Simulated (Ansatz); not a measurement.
Reaction (SMILES): N (NH3) → 3 H atom + N atom
B3LYP-D3(BJ)/def2-TZVP geometries, fixed; electronic energies without zero-point terms.

Basis-set convergence of the atomisation energy at PBE with Ansatz (a first-principles code). All functions are spherical. The program fits the integrals of some runs and decomposes those of others, by size. Open shells are unrestricted. No added dispersion term, no relativity. Functions are those of the species that has most. Reference: the value in pcseg-4, 302.12 kcal/mol, itself unsure by roughly 0.06 kcal/mol (its mean distance from aug-pcseg-3, aug-cc-pVQZ, cc-pV5Z). Deviations are taken from unrounded values.

```
basis            functions  atomisation energy (kcal/mol)  minus reference (kcal/mol)
---------------  ---------  -----------------------------  --------------------------
cc-pVDZ                 29                         290.68                      -11.44
aug-cc-pVDZ             50                         297.29                       -4.83
cc-pVTZ                 72                         299.94                       -2.17
jun-cc-pV(T+d)Z         81                         301.80                       -0.32
aug-cc-pVTZ            115                         301.59                       -0.53
cc-pVQZ                145                         301.45                       -0.67
aug-cc-pVQZ            218                         302.20                        0.08
cc-pV5Z                256                         302.02                       -0.10
```

The smallest set listed that lies within 1 kcal/mol of the reference with all its larger relatives (same family, alike in diffuse functions; a set with none counts only in the reference's own line) is jun-cc-pV(T+d)Z (81 functions, -0.32 kcal/mol off).
